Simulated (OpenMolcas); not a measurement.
SiH2 (SMILES [SiH2]): the vertical ionisation energy, rung by rung

The species is SiH2 (3 atoms), meant as a singlet with charge 0. SMILES: `[SiH2]`. The shape is that of a PBE0-D4/def2-TZVP optimisation.

```xyz
3

Si   -0.4912    0.4686   -0.2136
H     0.8403    0.5786    0.5225
H    -0.3491   -1.0472   -0.3089
```

Each level gives the vertical ionisation energy (to the doublet cation) (eV). The values are calculated.

```tsv
level	kind	program	value (eV)	less FCI/6-31G*	CPU time (all runs)
HF/6-31G* (spherical functions)	Hartree–Fock	OpenMolcas	8.44	-0.64	3.8 s
SVWN5/6-31G* (spherical functions)	LDA	OpenMolcas	9.44	+0.36	8.5 s
PBE/6-31G* (spherical functions)	GGA	OpenMolcas	9.33	+0.25	10 s
r2SCAN/6-31G* (spherical functions)	meta-GGA	OpenMolcas	9.29	+0.21	14 s
B3LYP/6-31G* (spherical functions)	global hybrid	OpenMolcas	9.44	+0.36	10 s
M06-2X/6-31G* (spherical functions)	hybrid meta-GGA	OpenMolcas	9.35	+0.27	12 s
CASPT2(6,6)/6-31G* (spherical functions)	multireference	OpenMolcas	8.98	-0.10	4.5 s
CCSD(T)/6-31G* (spherical functions), open shells restricted	coupled cluster or CI	OpenMolcas	9.08	0.00	7 s
FCI/pcseg-0, open shells restricted	exact in the basis	OpenMolcas	8.88	-0.20	3.8 s
FCI/6-31G* (spherical functions), open shells restricted	exact in the basis	OpenMolcas	9.08	0.00	14 s
```

FCI/6-31G* (spherical functions), open shells restricted is exact within its basis and frozen core, so for wave-function methods in that basis the difference is their error; functionals converge differently with the basis, so for them it is only a difference. The values span 8.44 to 9.44 eV. Times are those of the runs behind each value, whatever else they computed, on shared processors of several kinds: orders of magnitude only.
